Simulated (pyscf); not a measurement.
PySCF, gas phase, ωB97X-D3(BJ)/def2-SVP geometries. MP2 and CC: frozen core, UHF for open shells. ΔMP2 is the change of the MP2 total energy from the triple- to the quadruple-zeta basis.

Question: What is the homolytic dissociation enthalpy (298 K, CCSD(T)/def2-TZVPP + ΔMP2(QZVPP)) of the N–Sn bond of H₂N–SnH=O, to NH₂• + [O=SnH]•?

Answer: N–Sn to NH₂• + [O=SnH]•: 2.99 eV. The radicals are drawn with the spin at the cut bond; how far it spreads was not checked. H₂N–SnH=O lies 2.72 eV over its isomer H₂N–Sn:–OH [singlet], and others may lie lower still (electronic energy, ωB97M-D3(BJ)). The CCSD(T) − MP2 part came from Ansatz, without density fitting, on the same reference. The frozen core leaves the outer d or s,p core shells of the metals and heavy elements correlated in the MP2 and CC values, and def2-TZVPP describes them poorly, which can shift differences by a few kcal/mol. Elements past Kr carry the def2 core potentials, without spin-orbit coupling.
